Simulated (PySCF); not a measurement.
F3N.

```xyz
4

F     -1.0709     0.6183    -0.1252
N      0.0000     0.0000     0.4827
F      0.0000    -1.2366    -0.1252
F      1.0709     0.6183    -0.1252
```
Charge 0, spin multiplicity 1.

Geometry: B3LYP-D3(BJ)/def2-TZVP.

These are PBE/pcSseg-2 (PySCF) values and carry that method's errors. Non-relativistic, no solvent.

Computed absolute GIAO shielding of each atom: isotropic value and principal components (ppm):
```csv
atom,σ(iso),σ11,σ22,σ33,span
F1,-4.2,-229.1,-45.5,262.1,491.1
N2,-183.3,-214.9,-214.9,-120.2,94.7
F3,-4.2,-229.1,-45.5,262.1,491.1
F4,-4.2,-229.1,-45.5,262.1,491.1
```
